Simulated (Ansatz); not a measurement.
Start from `OCF` and change one element to get `O[SiH2]F`.

Ansatz, PBE0-D4/def2-TZVP geometries, multiplicity 1. Each molecule was computed in one conformer, which needn't be the lowest.

```csv
property,`OCF`
size of the dipole moment (PBE/def2-TZVPP) / D,1.72
LUMO energy (ωB97M-V/def2-TZVPP) / eV,2.43
"ideal-gas entropy at 298 K and 1 bar (rigid rotor, harmonic PBE0-D4/def2-TZVP) / J/(mol·K)",257
LUMO energy (PBE/def2-TZVPP) / eV,0.09
HOMO energy (PBE/def2-TZVPP) / eV,-7.37
zero-point energy (PBE0-D4/def2-TZVP) / kJ/mol,118.9
```

Problem. Give the same properties after the change, and the shifts. (An estimate is asked.)

Solution. The calculation gave: 
```
                                                                                  property  `O[SiH2]F`  shift
                                            size of the dipole moment (PBE/def2-TZVPP) / D        1.55  -0.17
                                                     LUMO energy (ωB97M-V/def2-TZVPP) / eV        1.91  -0.52
ideal-gas entropy at 298 K and 1 bar (rigid rotor, harmonic PBE0-D4/def2-TZVP) / J/(mol·K)         276     19
                                                         LUMO energy (PBE/def2-TZVPP) / eV       -0.51  -0.60
                                                         HOMO energy (PBE/def2-TZVPP) / eV       -7.81  -0.44
                                            zero-point energy (PBE0-D4/def2-TZVP) / kJ/mol        89.9  -29.0
```

With PBE0 the HOMO falls by 0.20 eV and the LUMO falls by 0.62 eV, so the gap narrows by about 0.42 eV. PBE moves the HOMO by -0.44 eV and ωB97M-V by -0.05 eV. Dipoles are sizes alone; their direction can turn.
